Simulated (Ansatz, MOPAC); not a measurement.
Species: C₂H₅S, net charge 0, doublet state. SMILES: [CH](S)C

Atoms: C1, C2, S3, H4, H5, H6, H7, H8. Bonds: C1-C2, C1-H6, C1-H7, C1-H8, C2-S3, C2-H5, S3-H4.

Bond lengths (Å) and angles (degrees) optimised at AM1 with MOPAC; PM7 with MOPAC; MNDO with MOPAC; HF/3-21G with Ansatz (a quantum-chemistry and plane-wave program); PBE/6-31G* with Ansatz; MP2/6-31G* with Ansatz, each started from the B3LYP-D3(BJ)/def2-TZVP structure (Ansatz) of the last column. A row stands for all coordinates that are equal there; 12 of 17 kinds are shown. 6-31G* holds six Cartesian d functions. No wavenumbers were computed at PM7, MNDO, PBE/6-31G*, MP2/6-31G*, so these may be saddle points.

| coordinate | AM1 | PM7 | MNDO | HF/3-21G | PBE/6-31G* | MP2/6-31G* | B3LYP-D3(BJ)/def2-TZVP |
|---|---|---|---|---|---|---|---|
| C1-C2 | 1.461 | 1.472 | 1.482 | 1.501 | 1.492 | 1.492 | 1.487 |
| C1-H6 | 1.121 | 1.104 | 1.112 | 1.084 | 1.104 | 1.093 | 1.092 |
| C1-H7 | 1.119 | 1.101 | 1.109 | 1.084 | 1.105 | 1.094 | 1.093 |
| C1-H8 | 1.121 | 1.105 | 1.112 | 1.088 | 1.113 | 1.099 | 1.099 |
| C2-S3 | 1.629 | 1.673 | 1.648 | 1.835 | 1.755 | 1.744 | 1.733 |
| C2-H5 | 1.092 | 1.079 | 1.086 | 1.072 | 1.093 | 1.084 | 1.080 |
| S3-H4 | 1.320 | 1.341 | 1.304 | 1.351 | 1.360 | 1.340 | 1.343 |
| C1-C2-S3 | 119.4 | 120.5 | 122.7 | 116.4 | 118.1 | 117.5 | 118.3 |
| C2-C1-H6 | 110.2 | 111.1 | 110.3 | 110.2 | 110.2 | 110.1 | 110.5 |
| C2-C1-H7 | 112.0 | 114.7 | 113.0 | 110.8 | 111.7 | 111.0 | 111.5 |
| C2-C1-H8 | 110.2 | 111.0 | 110.3 | 111.4 | 113.3 | 112.5 | 112.7 |
| C1-C2-H5 | 117.1 | 117.0 | 117.7 | 121.7 | 120.5 | 119.8 | 121.0 |

Mean signed difference of all 7 bond lengths from B3LYP-D3(BJ)/def2-TZVP: AM1 -0.009 Å, PM7 -0.007 Å, MNDO -0.011 Å, HF/3-21G 0.012 Å, PBE/6-31G* 0.014 Å, MP2/6-31G* 0.003 Å.
